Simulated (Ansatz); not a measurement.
# SiF+ (triplet): wave-function methods side by side at distance Si1–F2 = 1.555 Å, 6-31G

How much of the correlation energy of SiF+ (triplet) does each wave-function method recover here?

Computed with Ansatz 0.2.0, Gaussian basis. Level: 6-31G, core rule «outside noble gas», up to 6 orbitals frozen.

Plan: UHF; CCSD(T) on ROHF; CCSD(T) on UHF; BCCD(T) on ROHF; CISD; CCSDT(Q) on ROHF; CCSDT(Q) on UHF; CISDTQ; CCSDTQ on ROHF; CCSDTQ on UHF; CASSCF and MRCISD+Q, 4 electrons in 4 orbitals; CASSCF and NEVPT2, 4 electrons in 4 orbitals; CASSCF and MRCISD+Q, 10 electrons in 8 orbitals; CASSCF and MRCISD+Q(relaxed), 10 electrons in 8 orbitals; CASSCF and NEVPT2, 10 electrons in 8 orbitals; Full CI.

29 further runs of the same task are left out: 9 for a known fault of the program, 14 that didn't finish, 6 set aside as unsound or not needed.

### 1 The geometry

The geometry derives from a PBE0/def2-TZVP stationary point (not a proven minimum). One bond is set to the value named and the two fragments are kept rigid.

2 atoms, charge 1, spin multiplicity 3.

Atoms are counted from 1 here; the program's logs count them from 0.

Bond lengths: Si1–F2 1.555 Å.

### 2 UHF

The input, in.yaml:

```yaml
crystal:
  periodic: [false, false, false]
  atoms:
    - {symbol: Si, position_ang: [0.000000, 0.000000, 0.000000]}
    - {symbol: F, position_ang: [0.000000, 0.000000, 1.554800]}
basis:
  gaussian: {orbitals: 6-31G}
total_charge: 1
magnetization: {spin_polarized: true, initial_magnetization: 2}
hamiltonian: {xc: hf}
output: {orbitals: {seedname: orbitals}}
```

Launch:

```console
$ ansatz run in.yaml --threads 1 --pin off --events-out ev --progress --plain --max-ram 2393MiB
```

After this run come: CCSD(T) on ROHF; CCSD(T) on UHF; BCCD(T) on ROHF; CISD; CCSDT(Q) on ROHF; CCSDT(Q) on UHF; CISDTQ; CCSDTQ on ROHF; CCSDTQ on UHF; CASSCF and MRCISD+Q, 4 electrons in 4 orbitals; CASSCF and NEVPT2, 4 electrons in 4 orbitals; CASSCF and MRCISD+Q, 10 electrons in 8 orbitals; CASSCF and MRCISD+Q(relaxed), 10 electrons in 8 orbitals; CASSCF and NEVPT2, 10 electrons in 8 orbitals; Full CI.

**Question.** What will the summary of the whole plan be? Wanted: FCI below the RHF energy; RMP2 from FCI; UMP2 from FCI; RCCSD from FCI; RCCSD(T) from FCI; UCCSD(T) from FCI; RCCSDT(Q) from FCI; UCCSDT(Q) from FCI; NEVPT2 pair from FCI.

The runs gave:

| quantity | value |
| --- | --- |
| FCI below the RHF energy | -4.1180 eV |
| RMP2 from FCI | +140.2 meV |
| UMP2 from FCI | +130.9 meV |
| RCCSD from FCI | +111.4 meV |
| RCCSD(T) from FCI | +22.2 meV |
| UCCSD(T) from FCI | +21.7 meV |
| RCCSDT(Q) from FCI | +0.9 meV |
| UCCSDT(Q) from FCI | -4.7 meV |
| NEVPT2 pair from FCI | +91.7 meV |
| MRCISD+Q pair from FCI | +75.8 meV |
| NEVPT2 valence from FCI | +345.2 meV |
| levels within 1 kcal/mol (43 meV) | RCCSD(T), UCCSD(T), BCCD(T), RCCSDT, UCCSDT, CISDTQ, RCCSDT(Q), UCCSDT(Q), RCCSDTQ, UCCSDTQ, MRCISD+Q(relaxed) valence |
| T1 diagnostic | 0.028 |
| effectively unpaired electrons | 2.02 |

In words: RCCSD(T) lands +22.2 meV from the yardstick (0.5 % of the correlation energy). UCCSDT(Q) falls below full CI: unrestricted runs freeze a spin-polarised core, another one than full CI's, and coupled cluster isn't variational. One determinant dominates. Of the multireference levels listed MRCISD+Q(relaxed) valence comes nearest in total energy (+6.0 meV), which doesn't show that its space is the better one. These misses are within one basis, not against nature; the frozen cores of restricted and unrestricted runs differ, which can shift their rows.
